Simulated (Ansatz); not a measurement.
A run of Ansatz (development build ahead of 0.2.0) on singlet P2 at this shape:

```xyz
2

P     0.0000    0.0000   -0.8699
P     0.0000    0.0000    0.8699
```

Its results:

| Item | Value |
| --- | --- |
| Converged | yes |
| Total energy | -681.44919 hartree |
| Spin squared of the determinant | 0.000 |

(1) Which input gives this output? Name the method, the orbitals and the basis set, and write the input.

Results:

(1) RHF in cc-pVDZ. An unrestricted run that stays on the closed shell gives the same numbers.

```yaml
crystal:
  periodic: [false, false, false]
  atoms:
    - { symbol: P, position_ang: [0.0, 0.0, -0.86986] }
    - { symbol: P, position_ang: [0.0, 0.0, 0.86986] }
basis:
  gaussian: { orbitals: cc-pVDZ }
hamiltonian:
  xc: hf
```

Caution: no unrestricted run beside it, a lower state can exist.
